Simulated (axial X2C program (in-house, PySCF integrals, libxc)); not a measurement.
**Bond lengths and stretching modes, held linear, of BOH⁺**

Calculated with an axial X2C code built on PySCF integrals: two-component X2C with atomic mean-field Coulomb and Gaunt terms, Gaussian nuclei, basis B dyall-v3z, O dyall-av3z, H dyall-v3z with contracted cores. Spin-free rows use the one-electron spin-free X2C Hamiltonian.

Masses B 11.009, O 15.995, H 1.008 u. States: 2c Ω = 1/2 (beyond evenly filled blocks: ω = 1/2); spin-free M_S = 1/2, Λ = 0 (beyond evenly filled blocks: σα).

PBE0, 2c: energies above the lowest point

```csv
r(B–O) (Å),r(O–H) (Å),E (meV)
1.1827,0.9448,52.08
1.1827,0.9690,38.84
1.1827,0.9932,54.43
1.2130,0.9448,13.49
1.2130,0.9690,0.00
1.2130,0.9932,15.37
1.2130,1.0174,55.06
1.2433,0.9448,53.00
1.2433,0.9690,39.21
1.2433,0.9932,54.31
1.2737,0.9690,143.57
1.2737,1.0174,197.48
```

Fit a quadratic surface with cubic terms in each bond: where is the minimum, and what are the two stretching wavenumbers?

At PBE0, 2c: bonds 1.212 and 0.968 Å; harmonic stretches 1856.3 and 3793.3 cm⁻¹; force constants 13.7, 7.97 and coupling -0.06 mdyn/Å.

The other levels and Hamiltonians give:

| Hamiltonian | level | r(B–O) (Å) | r(O–H) (Å) | lower stretch (cm⁻¹) | upper stretch (cm⁻¹) |
| --- | --- | --- | --- | --- | --- |
| 2c | HF | 1.201 | 0.950 | 1930.3 | 3993.5 |
| 2c | B3LYP | 1.214 | 0.970 | 1841.3 | 3747.2 |
| 2c | MP2 | 1.219 | 0.970 | 1832.9 | 3758.9 |
| spin-free | PBE0 | 1.212 | 0.968 | 1856.2 | 3792.9 |
| spin-free | HF | 1.201 | 0.950 | 1930.1 | 3993.2 |
| spin-free | B3LYP | 1.214 | 0.970 | 1841.2 | 3746.8 |
| spin-free | MP2 | 1.219 | 0.970 | 1832.8 | 3758.6 |

Each state is one determinant, the lowest of a limited PBE0 search; the stretches come from a fit to these few points and carry an uncertainty of a few per cent. Other orders of the atoms were not compared. MP2 freezes inner shells (threshold -2 hartree). The molecule was held linear; bending was not examined, so a bent shape may lie lower.
